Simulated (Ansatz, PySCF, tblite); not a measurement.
Bond stretch in CH6Si, SMILES C[SiH3]. The C1–Si5 bond (C1 also carries H, H, H; Si5 carries H, H, H) is varied alone, starting from the PBE0/def2-TZVP optimised geometry.

- GFN2-xTB, 300 K electronic temperature (tblite)
- RCCSD = CCSD on RHF/cc-pVTZ, frozen core (Ansatz, a first-principles code)
- UKS-LDA (SVWN5)/6-31G* = unrestricted LDA (SVWN5)/6-31G*, spherical d run with PySCF
- UMP2 = MP2 on UHF/cc-pVTZ, frozen core (Ansatz)

Energies are in kJ/mol, each relative to the lowest point of its own curve near equilibrium.

```json
[
 {"R / Å": "1.39", "GFN2-xTB": "899.4", "RCCSD": "495.8", "UKS-LDA (SVWN5)/6-31G*": "466.1", "UMP2": "491.3"},
 {"R / Å": "1.51", "GFN2-xTB": "369.7", "RCCSD": "227.4", "UKS-LDA (SVWN5)/6-31G*": "210.8", "UMP2": "224.3"},
 {"R / Å": "1.58", "GFN2-xTB": "204.7", "RCCSD": "132.5", "UKS-LDA (SVWN5)/6-31G*": "121.3", "UMP2": "130.1"},
 {"R / Å": "1.69", "GFN2-xTB": "65.3", "RCCSD": "44.4", "UKS-LDA (SVWN5)/6-31G*": "39.3", "UMP2": "43.0"},
 {"R / Å": "1.77", "GFN2-xTB": "[?]", "RCCSD": "13.1", "UKS-LDA (SVWN5)/6-31G*": "10.9", "UMP2": "12.4"},
 {"R / Å": "1.82", "GFN2-xTB": "[?]", "RCCSD": "3.6", "UKS-LDA (SVWN5)/6-31G*": "[?]", "UMP2": "3.2"},
 {"R / Å": "1.87", "GFN2-xTB": "0.0", "RCCSD": "0.0", "UKS-LDA (SVWN5)/6-31G*": "0.0", "UMP2": "0.0"},
 {"R / Å": "1.92", "GFN2-xTB": "[?]", "RCCSD": "1.2", "UKS-LDA (SVWN5)/6-31G*": "1.9", "UMP2": "[?]"},
 {"R / Å": "1.97", "GFN2-xTB": "4.6", "RCCSD": "6.2", "UKS-LDA (SVWN5)/6-31G*": "7.3", "UMP2": "6.9"},
 {"R / Å": "2.07", "GFN2-xTB": "22.6", "RCCSD": "24.9", "UKS-LDA (SVWN5)/6-31G*": "26.2", "UMP2": "26.3"},
 {"R / Å": "2.19", "GFN2-xTB": "53.8", "RCCSD": "57.0", "UKS-LDA (SVWN5)/6-31G*": "57.8", "UMP2": "59.3"},
 {"R / Å": "2.35", "GFN2-xTB": "102.4", "RCCSD": "107.9", "UKS-LDA (SVWN5)/6-31G*": "107.3", "UMP2": "111.6"},
 {"R / Å": "2.50", "GFN2-xTB": "150.6", "RCCSD": "158.0", "UKS-LDA (SVWN5)/6-31G*": "155.8", "UMP2": "163.3"},
 {"R / Å": "2.82", "GFN2-xTB": "248.8", "RCCSD": "257.7", "UKS-LDA (SVWN5)/6-31G*": "252.7", "UMP2": "—"},
 {"R / Å": "3.07", "GFN2-xTB": "312.2", "RCCSD": "322.2", "UKS-LDA (SVWN5)/6-31G*": "317.1", "UMP2": "—"},
 {"R / Å": "3.38", "GFN2-xTB": "370.5", "RCCSD": "—", "UKS-LDA (SVWN5)/6-31G*": "381.8", "UMP2": "—"},
 {"R / Å": "3.77", "GFN2-xTB": "415.4", "RCCSD": "—", "UKS-LDA (SVWN5)/6-31G*": "435.0", "UMP2": "—"},
 {"R / Å": "4.06", "GFN2-xTB": "433.9", "RCCSD": "—", "UKS-LDA (SVWN5)/6-31G*": "453.7", "UMP2": "—"},
 {"R / Å": "4.57", "GFN2-xTB": "447.4", "RCCSD": "—", "UKS-LDA (SVWN5)/6-31G*": "468.2", "UMP2": "—"},
 {"R / Å": "5.04", "GFN2-xTB": "450.5", "RCCSD": "—", "UKS-LDA (SVWN5)/6-31G*": "472.9", "UMP2": "—"},
 {"R / Å": "5.55", "GFN2-xTB": "451.9", "RCCSD": "—", "UKS-LDA (SVWN5)/6-31G*": "474.6", "UMP2": "—"},
 {"R / Å": "6.46", "GFN2-xTB": "[?]", "RCCSD": "—", "UKS-LDA (SVWN5)/6-31G*": "—", "UMP2": "—"}
]
```

Question: Fill in the missing entries.

Answer: 
- 1.77, GFN2-xTB: 19.6
- 1.82, GFN2-xTB: 5.8
- 1.82, UKS-LDA (SVWN5)/6-31G*: 2.6
- 1.92, GFN2-xTB: 0.1
- 1.92, UMP2: 1.6
- 6.46, GFN2-xTB: 453.3

A dash means that the run gave no value there, or that the column was ended at a point which the program doubted or which failed a test of continuity chosen for this set; such a test can also cut sound points.

The unrestricted solution behind UKS-LDA (SVWN5)/6-31G* changes between 5.55 and 6.46 Å, which can leave a kink. The unrestricted determinant behind UKS-LDA (SVWN5)/6-31G* is spin-contaminated at 3.77 to 5.55 Å (<S²> up to 1.0, against 0.00 for a pure singlet). The unrestricted determinant behind UMP2 is spin-contaminated at 2.82 to 6.46 Å (<S²> up to 1.0, against 0.00 for a pure singlet).
